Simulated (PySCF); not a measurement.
**AlH4Cl, a complex of two parts: interaction energy**

One table from this session's results is given with a row withheld; the runs are named, their logs left out.

Computed with PySCF 2.14.0; each step states its level. No surroundings beyond the atoms listed, unless a continuum is named. Atoms count from 0, parts from 1.

## Starting point

6 atoms, charge 0, multiplicity 1; geometry: GFN2-xTB. Parts: 1 = atoms 0–3, `[AlH3]`, charge 0; 2 = atoms 4–5, `Cl`, charge 0.

The first run:

Job settings and geometry (Å):

```
{"job": {"xc": "PBE0", "basis": "def2-SVPD", "d3": "d3bj", "grid": 2, "kind": "geom"}, "charge": 0, "multiplicity": 1, "parts": [{"atoms": "0-3", "charge": 0, "multiplicity": 1}, {"atoms": "4-5", "charge": 0, "multiplicity": 1}]}
Al    -0.116765    -0.043758    -0.066340
H     -0.006028    -1.558036    -0.475054
H      0.278978     1.054233    -1.118864
H     -0.041503     0.322089     1.460033
Cl    -2.294972     0.142864    -0.285591
H     -3.567685     0.266647    -0.398510
```

On the command line:

```
$ OMP_NUM_THREADS=1 python cluster_run.py task.json out
```

This one command runs all jobs of the session in turn.

Among the steps run: Geometry optimisation at PBE0-D3(BJ)/def2-SVPD; Coupled-cluster interaction energy: CCSD(T) and MP2.

One of the session's tables, all rows but one given; the rest of the session is left out.

It belongs to the step «Coupled-cluster interaction energy: CCSD(T) and MP2». 

| method | interaction energy (kcal/mol) |
| --- | --- |
| HF/aug-cc-pVDZ | -2.46 |
| MP2/aug-cc-pVDZ | -5.36 |
| CCSD/aug-cc-pVDZ | -4.65 |
| CCSD(T)/aug-cc-pVDZ | -5.05 |
| HF/aug-cc-pVTZ | -3.24 |
| MP2/aug-cc-pVTZ | -7.10 |
| SCS-MP2/aug-cc-pVTZ | ? |
| MP2, extrapolated | -7.50 |
| CCSD(T), limit estimate | -7.18 |

Estimate the missing values for SCS-MP2/aug-cc-pVTZ.

As computed: interaction energy (kcal/mol): -6.08. In the column «interaction energy (kcal/mol)» it lies between MP2/aug-cc-pVTZ (-7.10) and MP2/aug-cc-pVDZ (-5.36).

Caveats from the session: The interaction energy leaves out the deformation of the parts, 0.89 kcal/mol (MP2); added to the CCSD(T) estimate it gives a binding of about -6.30 kcal/mol.
